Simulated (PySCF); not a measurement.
# C2H7B: the cost of one run

The runs use PySCF 2.14.0, with density-fitted response routines of our own; the level of theory stands in each step. All values are computed, except where a source is named. Atoms are numbered from 0 throughout.

## Step 1: The molecule as given

10 atoms, charge 0, multiplicity 1; geometry from: GFN2-xTB. The atoms were then displaced at random by about 0.01 Å, so the start is not that level's minimum.

Bonds of the start (Å): B0–C1 1.58, C1–C2 1.54, B0–H3 1.17, B0–H4 1.18, C1–H5 1.10, C1–H6 1.09, C2–H7 1.09, C2–H8 1.06, C2–H9 1.08.

## Step 2: Optimising the geometry at PBE0-D3(BJ)/def2-SVP

The job: settings as JSON, then the geometry in Å.

```
{"job": {"xc": "PBE0", "basis": "def2-SVP", "d3": "d3bj", "grid": 1, "shake": 0.01, "kind": "geom"}, "charge": 0, "multiplicity": 1}
B      1.465340     0.253990     0.409680
C      0.126260    -0.422030    -0.095510
C     -1.211310     0.128890     0.433570
H      2.509850    -0.120090     0.022960
H      1.409090     1.179670     1.132240
H      0.108430    -0.374630    -1.190880
H      0.199940    -1.489370     0.136310
H     -1.209740     0.059050     1.521350
H     -2.040340    -0.412900     0.054000
H     -1.307070     1.176490     0.183990
```

Run with:

```console
> OMP_NUM_THREADS=1 python probes_run.py task.json out
```

One launch serves the whole session: the jobs run in the order shown.

Q: Estimate the wall time and peak memory of this first job on 1 thread of Arm Neoverse V1, shared host.

About 13 s, with a peak of 0.33 GiB.
